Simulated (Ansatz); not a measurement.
System: CN (charge 0, doublet). 
Geometry from a B3LYP-D3(BJ)/def2-TZVP (Ansatz, a program for electronic structure) optimisation:
```xyz
2

C      0.0000     0.0000    -0.6258
N      0.0000     0.0000     0.5364
```
Charge 0, spin multiplicity 2.

Basis-set convergence of Hartree-Fock and MP2 correlation energies (hartree) with Ansatz. Valence correlation only, unless marked. Open shells are spin-unrestricted. No spin-orbit coupling. No relativistic terms.

The UHF reference is spin-contaminated (<S^2> 0.37 over the pure value in the largest basis). The T1 diagnostic of CCSD in the largest basis is 0.086, which is high, so the coupled-cluster rows are less sure than usual.

```
basis        functions      E(HF)  E(corr, MP2)
-----------  ---------  ---------  ------------
aug-cc-pVDZ         46  -92.21713      -0.23272
aug-cc-pVTZ         92  -92.23620      -0.28075
aug-cc-pVQZ        160  -92.24184      -0.29785
```

Extrapolating the two largest sets (X = 3 and 4) as X^-3: E(corr) = (64·(-0.29785) - 27·(-0.28075))/37 = -0.3103 Eh, an estimate of the basis-set limit. The largest set recovers 96.0 % of it, the smallest 75.0 %.
